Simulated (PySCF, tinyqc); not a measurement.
Inside a calculation. Method: RHF in the sto-6g basis, for CH+, spin multiplicity 1. The lowest restricted solution is unstable here: a spin-polarised one lies 0.0105 hartree lower (PySCF). One step of it, computed by the program tinyqc.

Task: Iteration 2: building the Fock matrix. J_ij = sum D_kl (ij|kl), K_ij = sum D_kl (ik|jl); F = H + J - 0.5 K; E = tr D H + tr D J / 2 - 0.25 tr D K + E_nn.

D after iteration 1, lower triangle:
```
,1C 1s,1C 2s,1C 2px,1C 2py,1C 2pz,2H 1s
1C 1s,2.125046
1C 2s,-0.515120,2.126795
1C 2px,0.000000,0.000000,0.000000
1C 2py,0.000000,0.000000,0.000000,0.000000
1C 2pz,0.039924,-0.203253,0.000000,0.000000,1.234707
2H 1s,0.001227,-0.054522,0.000000,0.000000,0.717738,0.419178
```

core Hamiltonian H = T + V (hartree), lower triangle:
```
,1C 1s,1C 2s,1C 2px,1C 2py,1C 2pz,2H 1s
1C 1s,-18.259452
1C 2s,-4.189077,-4.987304
1C 2px,0.000000,0.000000,-3.984266
1C 2py,0.000000,0.000000,0.000000,-3.984266
1C 2pz,-0.007772,-0.084912,0.000000,0.000000,-4.032210
2H 1s,-0.308279,-0.912054,0.000000,0.000000,-0.898136,-2.387787
```

Two-electron integrals (ij|kl) in chemists' order, unique and non-zero (hartree):
```
i,j,k,l,(ij|kl)
1,1,1,1,3.543743
2,1,1,1,0.529462
2,1,2,1,0.100317
2,2,1,1,0.853596
2,2,2,1,0.199930
2,2,2,2,0.624844
3,1,3,1,0.021271
3,2,3,1,0.031868
3,2,3,2,0.138108
3,3,1,1,0.853598
3,3,2,1,0.199930
3,3,2,2,0.624843
3,3,3,3,0.673218
4,1,4,1,0.021271
4,2,4,1,0.031868
4,2,4,2,0.138108
4,3,4,3,0.036281
4,4,1,1,0.853598
4,4,2,1,0.199930
4,4,2,2,0.624843
4,4,3,3,0.600655
4,4,4,4,0.673218
5,1,5,1,0.021271
5,2,5,1,0.031868
5,2,5,2,0.138108
5,3,5,3,0.036281
5,4,5,4,0.036281
5,5,1,1,0.853598
5,5,2,1,0.199930
5,5,2,2,0.624843
5,5,3,3,0.600655
5,5,4,4,0.600655
5,5,5,5,0.673218
6,1,1,1,0.040389
6,1,2,1,0.007384
6,1,2,2,0.014537
6,1,3,3,0.014485
6,1,4,4,0.014485
6,1,5,1,0.000486
6,1,5,2,0.000956
6,1,5,5,0.014641
6,1,6,1,0.000559
6,2,1,1,0.127838
6,2,2,1,0.030557
6,2,2,2,0.109347
6,2,3,3,0.106560
6,2,4,4,0.106560
6,2,5,1,0.003064
6,2,5,2,0.022725
6,2,5,5,0.114922
6,2,6,1,0.002336
6,2,6,2,0.029048
6,3,3,1,0.002804
6,3,3,2,0.015539
6,3,5,3,0.004120
6,3,6,3,0.002937
6,4,4,1,0.002804
6,4,4,2,0.015539
6,4,5,4,0.004120
6,4,6,4,0.002937
6,5,1,1,0.124507
6,5,2,1,0.030099
6,5,2,2,0.113507
6,5,3,3,0.108270
6,5,4,4,0.108270
6,5,5,1,0.005276
6,5,5,2,0.036393
6,5,5,5,0.123980
6,5,6,1,0.002381
6,5,6,2,0.035510
6,5,6,5,0.045523
6,6,1,1,0.319404
6,6,2,1,0.077643
6,6,2,2,0.315515
6,6,3,3,0.302258
6,6,4,4,0.302258
6,6,5,1,0.007603
6,6,5,2,0.078973
6,6,5,5,0.342027
6,6,6,1,0.005957
6,6,6,2,0.118908
6,6,6,5,0.158506
6,6,6,6,0.774999
```

nuclear repulsion = 1.92078842 hartree

Give: Coulomb J; exchange K; Fock matrix F; total energy of this density.

Result:

Coulomb J (hartree), lower triangle:
```
,1C 1s,1C 2s,1C 2px,1C 2py,1C 2pz,2H 1s
1C 1s,10.1533
1C 2s,1.7663,3.9917
1C 2px,0.0000,0.0000,3.9490
1C 2py,0.0000,0.0000,0.0000,3.9490
1C 2pz,-0.0008,0.0293,0.0000,0.0000,4.0769
2H 1s,0.1325,0.7033,0.0000,0.0000,0.7416,2.2000
```

exchange K (hartree), lower triangle:
```
,1C 1s,1C 2s,1C 2px,1C 2py,1C 2pz,2H 1s
1C 1s,7.2250
1C 2s,1.0999,1.5396
1C 2px,0.0000,0.0000,0.3564
1C 2py,0.0000,0.0000,0.0000,0.3564
1C 2pz,0.0016,-0.0297,0.0000,0.0000,1.3304
2H 1s,0.0916,0.3568,0.0000,0.0000,0.5088,0.6420
```

Fock matrix F (hartree), lower triangle:
```
,1C 1s,1C 2s,1C 2px,1C 2py,1C 2pz,2H 1s
1C 1s,-11.7187
1C 2s,-2.9727,-1.7654
1C 2px,0.0000,0.0000,-0.2134
1C 2py,0.0000,0.0000,0.0000,-0.2134
1C 2pz,-0.0094,-0.0408,0.0000,0.0000,-0.6205
2H 1s,-0.2216,-0.3872,0.0000,0.0000,-0.4109,-0.5087
```

total energy of this density = -37.747231 hartree
